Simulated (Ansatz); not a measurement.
# SiN2 (quintet): the correlation ladder, cc-pVDZ

One table from this session's results is given with a row withheld; the runs are named, their logs left out.

Method: cc-pVDZ, core rule «outside noble gas», up to 7 orbitals frozen; program: Ansatz 0.2.0, Gaussian basis.

The runs, in order: UHF; CCSD(T) on ROHF; CCSD(T) on UHF; BCCD(T) on ROHF; CISD; CCSDT(Q) on ROHF; CCSDT(Q) on UHF.

28 further runs of the same task are left out: 9 for a known fault of the program, 6 that didn't finish, 13 set aside as unsound or not needed.

**What is computed**

The geometry is a PBE0/def2-TZVP stationary point (not a proven minimum) of the parent state, kept for this charge and spin.

3 atoms, charge 0, spin multiplicity 5.

Atoms are counted from 1 here; the program's logs count them from 0.

Bond lengths: N1–N2 1.137 Å, N2–Si3 1.741 Å. Angles: N1–N2–Si3 180.0°.

Set-up of the first run:

The input, in.yaml:

```yaml
crystal:
  periodic: [false, false, false]
  atoms:
    - {symbol: N, position_ang: [0.000000, 0.000000, -1.338000]}
    - {symbol: N, position_ang: [0.000000, 0.000000, -0.201300]}
    - {symbol: Si, position_ang: [0.000000, 0.000000, 1.539300]}
basis:
  gaussian: {orbitals: cc-pVDZ}
magnetization: {spin_polarized: true, initial_magnetization: 4}
hamiltonian: {xc: hf}
output: {orbitals: {seedname: orbitals}}
```

Command:

```bash
> ansatz run in.yaml --threads 1 --pin off --events-out ev --progress --plain --max-ram 2393MiB
```

Among the steps run: UHF; CCSD(T) on ROHF; CCSD(T) on UHF; BCCD(T) on ROHF; CISD; CCSDT(Q) on ROHF; CCSDT(Q) on UHF.

One table of the session follows, with a row left open; its other results are not shown here.

```
   method  from UCCSDT(Q) (meV)
     ROHF               +9785.0
      UHF               +9534.3
     RMP2                +825.6
     UMP2               +1045.2
     CISD                     ?
    RCCSD                +421.9
    UCCSD                +405.7
 RCCSD(T)                 +63.2
 UCCSD(T)                 +66.0
  BCCD(T)                 +62.8
   RCCSDT                 +42.5
   UCCSDT                 +39.2
RCCSDT(Q)                  +2.6
UCCSDT(Q)                     0
```

Q: Estimate the row for CISD from the others.

As computed: from UCCSDT(Q) (meV): +1191.9. In the column «from UCCSDT(Q) (meV)» it lies between UMP2 (+1045.2) and UHF (+9534.3).

Limits of these values: Restricted and unrestricted rows rest on different reference determinants; where their highest levels disagree by more than a few hundredths of an eV, they describe different states and don't form one ladder.
